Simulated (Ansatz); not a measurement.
Ethanol, C2H6O: measurement beside calculation (Ansatz, PBE0-D4/def2-TZVP geometry).

Z-matrix (Å, degrees):
```
C
C 1 1.513
H 1 1.092 2 110.6
H 1 1.093 2 110.8 3 120.4
H 1 1.095 2 111.1 3 -120.1
O 2 1.413 1 112.9 3 56.8
H 2 1.099 1 110.2 3 -178.8
H 2 1.093 1 110.3 3 -60.9
H 6 0.961 2 108.2 1 58.8
```

Measured: 10.7 eV (ionisation energy: lowest ionisation band (vertical, HOMO: 3a'' of trans and 13a of gauche, unresolved), electron momentum spectroscopy, binding energy spectrum). Source: Hyperconjugative Effect on the Electronic Wavefunctions of Ethanol, 2008 (arxiv:0808.4072).

```csv
level,vertical IE (eV),minus measured (eV)
PBE-D4/def2-TZVPP,10.24,-0.46
r2SCAN-D4/def2-TZVPP,10.31,-0.39
PBE0-D4/def2-TZVPP,10.46,-0.24
B3LYP-D4/def2-TZVPP,10.55,-0.15
ωB97X-V/def2-TZVPP,10.59,-0.11
ωB97M-V/def2-TZVPP,10.58,-0.12
B2PLYP/def2-TZVPP,10.62,-0.08
HF/def2-TZVPP,9.46,-1.24
MP2/def2-TZVPP,11.10,0.40
CCSD/def2-TZVPP,10.66,-0.04
CCSD(T)/def2-TZVPP,10.70,0.00
HF/def2-QZVPP,9.47,-1.23
MP2/def2-QZVPP,11.21,0.51
HF/CBS(def2),9.47,-1.23
MP2/CBS(def2),11.29,0.59
CCSD/CBS(def2),10.85,0.15
CCSD(T)/CBS(def2),10.89,0.19
"−ε(HOMO), LDA (SPW92)",6.29,-4.41
"−ε(HOMO), PBE",6.15,-4.55
"−ε(HOMO), revPBE",6.10,-4.60
"−ε(HOMO), BLYP",6.09,-4.61
"−ε(HOMO), r2SCAN",6.50,-4.20
"−ε(HOMO), B97M-V",6.67,-4.03
"−ε(HOMO), PBE0",7.83,-2.87
"−ε(HOMO), B3LYP",7.60,-3.10
"−ε(HOMO), r2SCANh",7.14,-3.56
"−ε(HOMO), r2SCAN0",8.08,-2.62
"−ε(HOMO), HSE06",7.42,-3.28
"−ε(HOMO), BHLYP",9.48,-1.22
"−ε(HOMO), CAM-B3LYP",9.35,-1.35
"−ε(HOMO), LC-ωPBE",10.68,-0.02
"−ε(HOMO), ωB97X-V",10.36,-0.34
"−ε(HOMO), ωB97M-V",10.29,-0.41
```

Computed values are vertical and leave out zero-point energy and spin–orbit coupling.

Enthalpy of formation at 298 K: -56.2 kcal/mol (zero for an element's reference state; older measured values of the G2 set, as listed by Staroverov and co-workers, J. Chem. Phys. 119, 12129, 2003). With their computed zero-point and thermal terms and the atoms' enthalpies of Curtiss and co-workers (1997) it gives an electronic atomization energy of 810.0 kcal/mol.

| level | atomization (kcal/mol) | error | error per bond |
| --- | --- | --- | --- |
| LDA (SPW92) | 923.3 | 113.3 | 14.2 |
| PBE-D4 | 823.7 | 13.7 | 1.7 |
| revPBE-D4 | 804.8 | -5.2 | -0.6 |
| BLYP-D4 | 807.8 | -2.2 | -0.3 |
| r2SCAN-D4 | 809.9 | 0.0 | 0.0 |
| B97M-V | 808.8 | -1.2 | -0.1 |
| PBE0-D4 | 810.4 | 0.5 | 0.1 |
| B3LYP-D4 | 809.9 | -0.1 | 0.0 |
| r2SCANh-D4 | 805.7 | -4.3 | -0.5 |
| r2SCAN0-D4 | 799.6 | -10.4 | -1.3 |
| HSE06-D4 | 811.1 | 1.1 | 0.1 |
| BHLYP-D4 | 787.1 | -22.8 | -2.9 |
| CAM-B3LYP-D4 | 813.8 | 3.9 | 0.5 |
| ωB97X-V | 809.8 | -0.2 | 0.0 |
| ωB97M-V | 811.5 | 1.5 | 0.2 |
| B2PLYP | 802.6 | -7.4 | -0.9 |
| PBE-QIDH | 804.4 | -5.6 | -0.7 |
| PBE | 821.4 | 11.4 | 1.4 |
| revPBE | 795.7 | -14.3 | -1.8 |
| BLYP | 802.4 | -7.5 | -0.9 |
| r2SCAN | 809.4 | -0.6 | -0.1 |
| PBE0 | 808.6 | -1.4 | -0.2 |
| B3LYP | 806.2 | -3.8 | -0.5 |
| r2SCANh | 805.1 | -4.8 | -0.6 |
| r2SCAN0 | 799.0 | -11.0 | -1.4 |
| HSE06 | 809.4 | -0.6 | -0.1 |
| BHLYP | 784.8 | -25.2 | -3.2 |
| CAM-B3LYP | 812.0 | 2.0 | 0.3 |
| LC-ωPBE | 807.6 | -2.4 | -0.3 |
| HF/def2-TZVPP | 595.7 | -214.2 | -26.8 |
| MP2/def2-TZVPP | 800.4 | -9.6 | -1.2 |
| SCS-MP2/def2-TZVPP | 799.3 | -10.7 | -1.3 |
| CCSD/def2-TZVPP | 782.7 | -27.3 | -3.4 |
| CCSD(T)/def2-TZVPP | 792.2 | -17.7 | -2.2 |
| HF/def2-QZVPP | 596.6 | -213.4 | -26.7 |
| MP2/def2-QZVPP | 811.4 | 1.4 | 0.2 |
| SCS-MP2/def2-QZVPP | 811.7 | 1.7 | 0.2 |
| HF/CBS(def2) | 596.7 | -213.3 | -26.7 |
| MP2/CBS(def2) | 819.1 | 9.1 | 1.1 |
| CCSD/CBS(def2) | 801.4 | -8.5 | -1.1 |
| CCSD(T)/CBS(def2) | 811.0 | 1.0 | 0.1 |

Functionals use def2-TZVPP; B3LYP here is the variant with VWN-RPA as its local correlation; programs differ in this. The calculations leave out spin–orbit coupling, scalar relativity and, for the correlated methods, core correlation; together these are worth up to about 1 kcal/mol a heavy atom. HSE06 is defined as in plane-wave codes. CBS adds triple-zeta CCSD(T) − MP2 to the MP2 limit. T1 = 0.009.
